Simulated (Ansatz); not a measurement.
These are frozen-core CCSD(T)/cc-pVTZ // B3LYP-D3(BJ)/def2-TZVP (Ansatz, a quantum-chemistry and plane-wave program) values and carry that method's errors.

Ansatz 0.2 input:
```yaml
crystal:
  periodic: [false, false, false]
  atoms:
    - { symbol: C, position_ang: [-0.965464, 0.028952, 0.081077] }
    - { symbol: C, position_ang: [0.449046, -0.522872, -0.000575] }
    - { symbol: S, position_ang: [1.749731, 0.684778, 0.443587] }
    - { symbol: H, position_ang: [-1.109066, 0.843609, -0.630979] }
    - { symbol: H, position_ang: [-1.693935, -0.752353, -0.151558] }
    - { symbol: H, position_ang: [-1.177147, 0.414262, 1.078732] }
    - { symbol: H, position_ang: [0.663467, -0.922497, -0.991564] }
    - { symbol: H, position_ang: [0.590236, -1.336851, 0.711971] }
    - { symbol: H, position_ang: [1.493131, 1.562973, -0.540691] }
basis:
  gaussian: { orbitals: cc-pVTZ }
correlation:
  method: ccsd_t
```

Output:

```
Functional definition: HF
991 factors; integrals over basis functions are off by at most 8.2e-4 eV
mean field evaluation 1: about -12972.4439 eV, gradient 2.5e1 eV
mean field evaluation 2: about -12972.6034 eV, gradient 2.5e1 eV
mean field evaluation 4: about -12974.4976 eV, gradient 3.0e0 eV
mean field evaluation 8: about -12974.5326 eV, gradient 2.0e-1 eV
mean field evaluation 16: about -12974.0932 eV, gradient 9.6e0 eV
mean field -12974.53278204 eV, -476.8052852857 hartree, gradient 1.4e-6 eV, S^2 0.000000; 0 other end points of the search recorded, 0 dependent functions left out
7 core orbitals not correlated
reference -12974.53278204 eV, -476.8052852857 hartree; 10, 10 occupied and 161, 161 virtual orbitals, 991 factors
second order -14.64881408 eV of doubles, -0.00000000 eV of singles
cycle   1  -15.39226878 eV  change   -7.4e-1 eV  update   7.5e-2
cycle   2  -15.77720677 eV  change   -3.8e-1 eV  update   2.2e-2
cycle   3  -15.82522246 eV  change   -4.8e-2 eV  update   7.8e-3
cycle   4  -15.82400353 eV  change    1.2e-3 eV  update   1.9e-3
cycle   5  -15.82397585 eV  change    2.8e-5 eV  update   5.7e-4
cycle   6  -15.82392509 eV  change    5.1e-5 eV  update   1.7e-4
cycle   7  -15.82390968 eV  change    1.5e-5 eV  update   6.1e-5
cycle   8  -15.82391480 eV  change   -5.1e-6 eV  update   2.3e-5
perturbative correction -0.63383383 eV, -0.0232929637 hartree
Total energy: -12990.99053067 eV, -477.4100963925 hartree
```

Cost: roughly 50 core-seconds.
